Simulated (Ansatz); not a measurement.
# BSiNH (quartet): the correlation ladder, def2-QZVPP

The task here is to estimate one member of a computed series from the others.

Method: def2-QZVPP, core rule «outside noble gas», up to 7 orbitals frozen; program: Ansatz 0.2.0, Gaussian basis.

The runs, in order: UHF; ROHF; CCSD(T) on UHF.

5 further runs of the same task are left out: 1 that didn't finish, 4 set aside as unsound or not needed. Runs told in other sessions of the task aren't counted.

## The geometry

The geometry is a PBE0/def2-TZVP stationary point (not a proven minimum).

4 atoms, charge 0, spin multiplicity 4.

Atoms are counted from 1 here; the program's logs count them from 0.

Bond lengths: B1–Si2 1.920 Å, Si2–N3 1.668 Å, Si2–H4 1.486 Å. Angles: B1–Si2–N3 121.8°, B1–Si2–H4 115.6°, N3–Si2–H4 122.6°.

As a file:

```xyz
4

B     0.0000   -0.5645    1.7179
Si    0.0000    0.3701    0.0409
N     0.0000   -0.4396   -1.4177
H     0.0000    1.8530    0.1336
```

Set-up of the first run:

in.yaml

```yaml
crystal:
  periodic: [false, false, false]
  atoms:
    - {symbol: B, position_ang: [0.000000, -0.564500, 1.717940]}
    - {symbol: Si, position_ang: [0.000000, 0.370053, 0.040934]}
    - {symbol: N, position_ang: [0.000000, -0.439646, -1.417676]}
    - {symbol: H, position_ang: [0.000000, 1.852957, 0.133591]}
basis:
  gaussian: {orbitals: "def2-QZVPP.json"}
magnetization: {spin_polarized: true, initial_magnetization: 3}
hamiltonian: {xc: hf}
output: {orbitals: {seedname: orbitals}}
```

Run with:

```console
$ ansatz run in.yaml --threads 1 --pin off --events-out ev --progress --plain --max-ram 2393MiB
```

Steps of the session up to this table: UHF; ROHF; CCSD(T) on UHF.

One table of the session follows, with a row left open; its other results are not shown here.

| method | from UCCSD(T) (kcal/mol) |
| --- | --- |
| ROHF | +250.95 |
| UHF | ? |
| UMP2 | +42.20 |
| UCCSD | +11.97 |
| UCCSD(T) | 0 |

Estimate the missing values for UHF.

The run gave: from UCCSD(T) (kcal/mol): +235.89. In the column «from UCCSD(T) (kcal/mol)» it lies between UMP2 (+42.20) and ROHF (+250.95).
